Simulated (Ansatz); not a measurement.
Geometry optimisation, Ansatz, UKS B3LYP-D4/cc-pVDZ.

The input (input.yaml):

```yaml
crystal:
  periodic: [false, false, false]
  atoms:
    - { symbol: B, position_ang: [0.039918, 0.0, -0.360157] }
    - { symbol: H, position_ang: [-0.036174, 0.0, 2.034566] }
    - { symbol: F, position_ang: [1.135146, 0.0, -1.097524] }
    - { symbol: Cl, position_ang: [-1.563853, 0.0, -1.08433] }
    - { symbol: H, position_ang: [-0.042737, 0.0, 2.757445] }
magnetization:
  spin_polarized: true
  initial_magnetization: 1
basis:
  gaussian: { orbitals: cc-pVDZ }
hamiltonian:
  xc: b3lyp
  dispersion: d4
relax:
  f_tol: 0.03
  max_steps: 50
```

Launched with:

```bash
$ ansatz run input.yaml --threads 1 --pin off --max-ram 2048MiB --backend cpu --events-out ev --progress --plain --runs-dir out
```

Where does it end, and by what steps?

The forces met the threshold. After 3 steps the energy has fallen by 0.068 eV; H5 moved furthest, 0.34 Å.

| step | energy less start (eV) | largest force component (eV/Å) | accepted |
| --- | --- | --- | --- |
| 0 | 0.0000 | 1.790 | yes |
| 1 | -0.0622 | 0.088 | yes |
| 2 | -0.0673 | 0.054 | yes |
| 3 | -0.0680 | 0.026 | yes |

```xyz
5
Properties=species:S:1:pos:R:3
B 0.073 0.000 -0.583
H -0.038 0.000 2.331
F 1.135 0.000 -1.363
Cl -1.563 0.000 -1.229
H -0.075 0.000 3.094
```

Whether the end is a true minimum wasn't checked by a vibrational analysis.

Run time: 11 s on 1 thread of Arm Neoverse V1, with other jobs on the host, peak memory 0.14 GiB.
